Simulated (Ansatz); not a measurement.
C₃H₅F, SMILES `C=CCF` from Hartree–Fock to CCSD(T)

```json
{"atom": "C1", "x (Å)": "0.744", "y (Å)": "-1.114", "z (Å)": "-0.335"}
{"atom": "C2", "x (Å)": "-0.034", "y (Å)": "-0.371", "z (Å)": "0.437"}
{"atom": "C3", "x (Å)": "-0.544", "y (Å)": "0.979", "z (Å)": "0.081"}
{"atom": "F4", "x (Å)": "-0.112", "y (Å)": "1.382", "z (Å)": "-1.162"}
{"atom": "H5", "x (Å)": "1.081", "y (Å)": "-2.092", "z (Å)": "-0.014"}
{"atom": "H6", "x (Å)": "1.064", "y (Å)": "-0.764", "z (Å)": "-1.309"}
{"atom": "H7", "x (Å)": "-0.351", "y (Å)": "-0.731", "z (Å)": "1.413"}
{"atom": "H8", "x (Å)": "-1.641", "y (Å)": "0.987", "z (Å)": "0.076"}
{"atom": "H9", "x (Å)": "-0.207", "y (Å)": "1.723", "z (Å)": "0.813"}
```

Total charge 0; spin multiplicity 1. All single points use the PBE0-D4/def2-TZVP geometry. It is one conformer, not always the lowest. Frozen core, restricted reference, the Gaussian-basis code of Ansatz. CBS rows extrapolate triple and quadruple zeta.

| basis | HF (Eh) | MP2 corr. |
| --- | --- | --- |
| def2-SVP | -215.75651 | -0.58821 |
| def2-TZVPP | -216.01268 | -0.74305 |
| def2-QZVPP | -216.02240 | -0.79920 |
| cc-pV(D+d)Z | -215.93497 | -0.59051 |
| cc-pV(T+d)Z | -216.00308 | -0.74614 |
| cc-pV(Q+d)Z | -216.01900 | -0.80135 |

Question: Estimate the CCSD correlation energy and the (T) correction in each basis where they were run (hartree).

Answer: 
```tsv
basis	CCSD corr.	(T)
def2-SVP	-0.62843	-0.01731
def2-TZVPP	-0.77380	-0.02925
def2-QZVPP	-0.82168	-0.03294
CBS(def2)	-0.85714	-0.03567
cc-pV(D+d)Z	-0.63100	-0.01749
cc-pV(T+d)Z	-0.77614	-0.02960
cc-pV(Q+d)Z	-0.82368	-0.03296
CBS(cc)	-0.85753	-0.03535
```
